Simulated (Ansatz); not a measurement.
Input file:

```yaml
crystal:
  periodic: [false, false, false]
  atoms:
    - {symbol: H, position_ang: [-1.863584, 0.000000, 0.000000]}
    - {symbol: H, position_ang: [-1.170584, 0.000000, 0.000000]}
    - {symbol: C, position_ang: [0.203416, 0.000000, 0.000000]}
    - {symbol: H, position_ang: [0.203416, -1.080023, 0.000000]}
    - {symbol: H, position_ang: [0.203416, 0.540011, 0.935327]}
    - {symbol: H, position_ang: [0.203416, 0.540012, -0.935327]}
basis:
  gaussian: {orbitals: cc-pVDZ}
magnetization: {spin_polarized: true, initial_magnetization: 1}
correlation: {method: bccd, electrons: valence}
output: {forces: true}
```

```sh
$ ansatz run in.yaml --threads 1 --pin off --events-out ev --progress --plain --max-ram 2393MiB
```

The program prints:

```
343 factors; integrals over basis functions are off by at most 1.2e-3 eV
mean field evaluation 1: about -1104.6312 eV, gradient 1.2e1 eV
mean field evaluation 2: about -1104.6312 eV, gradient 1.2e1 eV
mean field evaluation 4: about -1105.6885 eV, gradient 1.6e0 eV
mean field evaluation 8: about -1105.7214 eV, gradient 2.3e-3 eV
mean field evaluation 16: about -1105.7217 eV, gradient 5.8e-2 eV
mean field -1105.72139615 eV, -40.6345118235 hartree, gradient 1.6e-6 eV, S^2 0.772970; 1 other end points of the search recorded, 0 dependent functions left out
1 core orbitals not correlated: weight in the atoms' cores, before any rotation towards them, 1.000 or more for the frozen orbitals, at most 0.000 for the correlated occupied ones
reference -1105.72139615 eV, -40.6345118235 hartree; 5, 4 occupied and 33, 34 virtual orbitals, 343 factors
second order -4.50483780 eV of doubles, -0.00000000 eV of singles
cycle   1  -5.09689226 eV  change   -5.9e-1 eV  update   4.9e-2
cycle   2  -5.28993299 eV  change   -1.9e-1 eV  update   1.9e-2
cycle   3  -5.30726671 eV  change   -1.7e-2 eV  update   7.6e-3
cycle   4  -5.30554120 eV  change    1.7e-3 eV  update   3.3e-3
cycle   5  -5.30458398 eV  change    9.6e-4 eV  update   1.1e-3
cycle   6  -5.30459699 eV  change   -1.3e-5 eV  update   4.0e-4
cycle   7  -5.30453299 eV  change    6.4e-5 eV  update   1.6e-4
cycle   8  -5.30450480 eV  change    2.8e-5 eV  update   5.1e-5
cycle   9  -5.30449014 eV  change    1.5e-5 eV  update   1.6e-5
cycle  10  -5.30449094 eV  change   -8.0e-7 eV  update   4.8e-6
cycle  11  -5.30449026 eV  change    6.8e-7 eV  update   1.5e-6
the calculation of the forces begins
Total energy: -1111.02588640 eV, -40.8294482449 hartree
Atom 0 at    -1.863584     0.000000     0.000000 Å, force    -5.724476     0.000000    -0.000000 eV/Å
Atom 1 at    -1.170584     0.000000     0.000000 Å, force     2.617104    -0.000000    -0.000000 eV/Å
Atom 2 at     0.203416     0.000000     0.000000 Å, force     1.717942    -0.000010     0.000000 eV/Å
Atom 3 at     0.203416    -1.080023     0.000000 Å, force     0.463143    -0.452399    -0.000000 eV/Å
Atom 4 at     0.203416     0.540011     0.935327 Å, force     0.463143     0.226205     0.391801 eV/Å
Atom 5 at     0.203416     0.540012    -0.935327 Å, force     0.463143     0.226205    -0.391801 eV/Å
Dipole moment:     0.046461     0.000000     0.000000 e Å
```

Forces (eV/Å):
```
H   -5.724  0.000  0.000
H    2.617  0.000  0.000
C    1.718  0.000  0.000
H    0.463 -0.452  0.000
H    0.463  0.226  0.392
H    0.463  0.226 -0.392
```

Ran on 1 thread of Arm Neoverse V1, shared host: 1.9 s wall, 0.16 GiB peak host memory.
